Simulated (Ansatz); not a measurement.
## AsH3: how the atomization moves with the basis

AsH3, singlet; coordinates (Å): As 0.000 0.000 -0.033; H 1.259 0.014 0.822; H -0.649 1.087 0.812; H -0.624 -1.102 0.811. Quantity: atomization.

Ansatz 0.2.0, basis 6-31G or cc-pVDZ or cc-pVTZ; geometries are PBE0/def2-TZVP minima. Wave-function levels freeze the cores with the filled d shells of p-block atoms; HF, MP2 and coupled cluster are restricted for singlets and unrestricted otherwise, atoms included (their steps beyond CCSDT(Q) come from restricted open-shell runs), restricted open-shell where a d shell is frozen, Kohn–Sham unrestricted where that lies lower. The reference is CCSDT(Q) or CCSDTQ or full CI (coupled cluster only where its series has nearly closed). Semilocal and hybrid functionals correlate all electrons outside any core potential and usually lie nearer their basis limit than the reference, so part of their error here is the reference's basis and frozen-core error; RPA and the MP2 part of double hybrids freeze the same cores as the reference. None of these values is a measured one. Energies are electronic, without zero-point terms. No spin–orbit coupling and no scalar relativity. The species are chosen: bound, without strong static correlation by their natural occupations or amplitudes, in their lowest spin state as far as vertical gaps and like structures tell, and with a ladder that closes on the reference, so errors are smaller than for species at large; levels whose determinant breaks symmetry or spin markedly are left out.

| level | 6-31G (kJ/mol) | cc-pVDZ (kJ/mol) | cc-pVTZ (kJ/mol) |
| --- | --- | --- | --- |
| reference | 710.2 (full CI) | 840.4 (CCSDTQ) | 889.7 (CCSDT(Q)) |
| CCSD(T) | 709.6 | 839.3 | 888.8 |
| CCSDT | 710.0 | 840.2 | 889.3 |
| PBE | 861.7 | 903.9 | 911.3 |
| r2SCAN | 860.7 | 908.1 | 918.0 |
| PBE0 | 839.7 | 892.4 | 899.3 |
| wB97M-V | 864.1 | 921.1 | 919.1 |
| B2PLYP | 809.1 | 885.3 | 908.2 |

From 6-31G to cc-pVTZ the reference moves by 179.5 kJ/mol and PBE by 49.6; the step from CCSD(T) to the reference is 0.6 in the first and 0.8 in the last.
